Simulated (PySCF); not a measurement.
Species: BH₇P₂.
Bonds: P1–B2, B2–P3. Hydrogens: H4, H5 on P1; H6, H7 on B2; H8, H9, H10 on P3.

Level: PBE0/pcSseg-1 and wB97X-D/def2-SVPD in PySCF, non-relativistic, on one gas-phase PBE0-D3(BJ)/def2-SVP geometry that isn't relaxed in the solvent. The solvent is an IEF-PCM continuum (Bondi radii, 1.10 Å for H, scaled by 1.2). The model holds no explicit solvent molecules, cavitation or dispersion.

Gas phase at PBE0/pcSseg-1: HOMO -6.42 eV, LUMO 0.00 eV, dipole 4.42 D.

**Question.** What does the continuum do to the energy, the frontier levels and the dipole at PBE0/pcSseg-1 in methanol and dimethylsulfoxide?

**Answer.** 
| solvent | ε | E(solvent) − E(gas) (kcal/mol) | polarisation term (kcal/mol) | distortion of the solute (kcal/mol) | HOMO (eV) | LUMO (eV) | dipole (D) |
| --- | --- | --- | --- | --- | --- | --- | --- |
| methanol | 32.61 | -8.08 | -10.02 | 1.94 | -6.73 | 0.50 | 5.97 |
| dimethylsulfoxide | 46.83 | -8.20 | -10.20 | 2.00 | -6.74 | 0.51 | 5.99 |

Polarisation term: ½ Σ q·V over the induced surface charges. Distortion: the rise of the solute's own energy as its density leaves the gas-phase optimum. From methanol to dimethylsulfoxide the lowering changes by a factor 1.02, Onsager's factor (ε − 1)/(2ε + 1) by 1.01 and ε itself by 1.4.

**Question.** Which radius a makes the point-dipole formula ΔE = −[(ε − 1)/(2ε + 1)]·μ²/a³ give the value in dimethylsulfoxide, with the gas-phase dipole?

**Answer.** μ = 1.739 au and |ΔE| = 0.01307 Eh give a = 2.55 Å; the farthest nucleus lies 2.82 Å from the centroid of the nuclei, so such a sphere wouldn't even hold the nuclei. The formula assumes a rigid point dipole at the centre of a sphere.

**Question.** Which Hirshfeld charges (PBE0/pcSseg-1) respond most in dimethylsulfoxide (means over atoms taken as equivalent)?

**Answer.** 
```csv
atoms,environment,gas (e),solvent (e),change
P1,three-coordinate phosphorus,-0.061,-0.095,-0.034
P3,phosphorus bonded to B and 3 H,+0.309,+0.330,+0.021
H8/H9/H10,P–H hydrogen,+0.028,+0.046,+0.018
H6/H7,B–H hydrogen,-0.078,-0.091,-0.013
B2,four-coordinate boron,-0.133,-0.141,-0.008
H4/H5,P–H hydrogen,-0.022,-0.025,-0.003
```

**Question.** Which Mayer bond orders change most in dimethylsulfoxide?

**Answer.** 
```tsv
bond	length (Å)	gas	solvent	change
B2–P3	1.928	0.788	0.846	+0.058
P1–B2	1.981	0.979	0.966	-0.013
B2–H6	1.218	0.935	0.947	+0.012
B2–H7	1.222	0.933	0.943	+0.010
P3–H8	1.417	0.923	0.929	+0.006
P1–H5	1.430	0.936	0.942	+0.006
P3–H9	1.417	0.919	0.924	+0.005
P3–H10	1.415	0.923	0.927	+0.004
```

**Question.** How do the nuclear quadrupole coupling constants eQVzz/h respond in dimethylsulfoxide?

**Answer.** 
| nucleus | Q (barn) | gas (MHz) | solvent (MHz) | η gas | η solvent |
| --- | --- | --- | --- | --- | --- |
| 11B at B2 | 0.04059 | 1.80 | 1.46 | 0.50 | 0.67 |

Gas phase at wB97X-D/def2-SVPD: HOMO -8.25 eV, LUMO 1.52 eV, dipole 4.36 D.

**Question.** What does the continuum do to the energy, the frontier levels and the dipole at wB97X-D/def2-SVPD in methanol and dimethylsulfoxide?

**Answer.** 
```csv
solvent,ε,E(solvent) − E(gas) (kcal/mol),polarisation term (kcal/mol),distortion of the solute (kcal/mol),HOMO (eV),LUMO (eV),dipole (D)
methanol,32.61,-7.71,-9.80,2.09,-8.57,1.81,6.01
dimethylsulfoxide,46.83,-7.83,-9.99,2.16,-8.58,1.81,6.04
```

The atom shares or the degeneracy of the LUMO differ from the gas phase in methanol and dimethylsulfoxide, so that column needn't follow one orbital.

**Question.** How does the static polarisability (wB97X-D/def2-SVPD, frozen core, with the continuum's full static response) change?

**Answer.** 
| medium | isotropic (au) | principal values (au) | ⟨r²⟩ of the electrons (bohr²) |
| --- | --- | --- | --- |
| gas | 74.0 | 62.8, 68.9, 90.3 | 498.5 |
| methanol | 106.1 | 94.0, 102.1, 122.4 | 498.5 |
| dimethylsulfoxide | 106.8 | 94.7, 102.8, 122.9 | 498.5 |

The isotropic value in dimethylsulfoxide is 1.44 times the gas-phase one; no cavity-field correction is applied. ⟨r²⟩ is taken about the centre of nuclear charge.

Shape of the structure used: `[PH2:1][BH2-:2][PH3+:3]`: H–P1–B2–P3 173°, H–P1–B2–P3 -92°.

wB97X-D is run here without its empirical dispersion term; that term would change no orbital, density or response property at a fixed geometry.
